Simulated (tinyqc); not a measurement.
Inside a calculation. Method: extended Hueckel theory, for PH3+. The parameters take no account of the charge, which enters only through the electron count. Computed by tinyqc, a small Python program that keeps every step (integrals from PySCF). Settings: charge = 1, K = 1.75, multiplicity = 2. Command: `OMP_NUM_THREADS=1 python tinyqc.py 28714 28715 out.jsonl` (the two numbers bound the seeds that draw the settings). One thread of a shared host (Intel(R) Xeon(R) Processor @ 2.60GHz), about 0.01 s of CPU time with the checks.

## Overlaps

Geometry (angstrom):
```
atom          x          y         z
P      0.000000   0.000000  0.030000
H      1.382000   0.000000  0.000000
H     -0.691000   1.197000  0.000000
H     -0.691000  -1.197000  0.000000
```

Parameters chosen for this run:
```
element  shell  Slater exponent   H_ii (eV)
H           1s         1.300000  -13.600000
P           3s         1.750000  -18.600000
P           3p         1.300000  -14.000000
```

Slater orbitals, each expanded in six Gaussians scaled to its exponent.

overlap S:
```
           1P 3s     1P 3px     1P 3py     1P 3pz      2H 1s      3H 1s      4H 1s
1P 3s   1.000000   0.000000   0.000000   0.000000   0.409786   0.409727   0.409727
1P 3px  0.000000   1.000000   0.000000   0.000000   0.552928  -0.276424  -0.276424
1P 3py  0.000000   0.000000   1.000000   0.000000   0.000000   0.478842  -0.478842
1P 3pz  0.000000   0.000000   0.000000   1.000000  -0.012003  -0.012001  -0.012001
2H 1s   0.409786   0.552928   0.000000  -0.012003   1.000000   0.051414   0.051414
3H 1s   0.409727  -0.276424   0.478842  -0.012001   0.051414   1.000000   0.051393
4H 1s   0.409727  -0.276424  -0.478842  -0.012001   0.051414   0.051393   1.000000
```

## Wolfsberg-Helmholz matrix

diagonal H_ii (eV): 1P 3s -18.600000, 1P 3px -14.000000, 1P 3py -14.000000, 1P 3pz -14.000000, 2H 1s -13.600000, 3H 1s -13.600000, 4H 1s -13.600000

K = 1.750000

H_ij = K' S_ij (H_ii + H_jj)/2 for i != j (the diagonal keeps H_ii), with K' = 1.75.

H (eV):
```
             1P 3s      1P 3px      1P 3py      1P 3pz       2H 1s       3H 1s       4H 1s
1P 3s   -18.600000    0.000000    0.000000    0.000000  -11.545710  -11.544069  -11.544069
1P 3px    0.000000  -14.000000    0.000000    0.000000  -13.353218    6.675646    6.675646
1P 3py    0.000000    0.000000  -14.000000    0.000000    0.000000  -11.564034   11.564034
1P 3pz    0.000000    0.000000    0.000000  -14.000000    0.289867    0.289825    0.289825
2H 1s   -11.545710  -13.353218    0.000000    0.289867  -13.600000   -1.223656   -1.223656
3H 1s   -11.544069    6.675646  -11.564034    0.289825   -1.223656  -13.600000   -1.223152
4H 1s   -11.544069    6.675646   11.564034    0.289825   -1.223656   -1.223152  -13.600000
```

## Orbitals

valence electrons = 7

Solve H C = S C e through S^(-1/2); fill by pairs from the bottom, a degenerate level sharing its electrons equally; each orbital has its largest coefficient positive (the first on a tie).

orbital energies (eV): -21.512425  -17.897200  -17.897073  -14.002080  7.894686  10.737713  10.738491

occupations: 2.000000  2.000000  2.000000  1.000000  0.000000  0.000000  0.000000

coefficients:
```
              MO1        MO2        MO3        MO4        MO5        MO6        MO7
1P 3s    0.660417   0.000000  -0.000043   0.021558   1.185183   0.002043   0.000000
1P 3px   0.000014   0.000000   0.572598   0.000000  -0.001995   1.268026   0.000000
1P 3py   0.000000   0.572587   0.000000   0.000000   0.000000   0.000000   1.268057
1P 3pz  -0.002969   0.000000   0.000000   0.999660  -0.037320  -0.000064   0.000000
2H 1s    0.234877   0.000000   0.430277  -0.005689  -0.706503  -1.085318   0.000000
3H 1s    0.234840   0.372647  -0.215165  -0.005690  -0.709071   0.540857  -0.938874
4H 1s    0.234840  -0.372647  -0.215165  -0.005690  -0.709071   0.540857   0.938874
```

sum of one-electron energies = -128.615475 eV

Within a degenerate level the vectors are fixed only up to a rotation; this is one choice.

## Mulliken analysis

P = C n C^T; charge = valence electrons (H 1, P 5) minus the sum of (P S)_ii on the atom; overlap population = 2 sum P_ij S_ij between two atoms.

charges: 1P 0.617662, 2H 0.127441, 3H 0.127448, 4H 0.127448

Overlap populations:
```
pair      value
2-1    0.799217
3-1    0.799175
3-2   -0.007693
4-1    0.799175
4-2   -0.007693
4-3   -0.007689
```
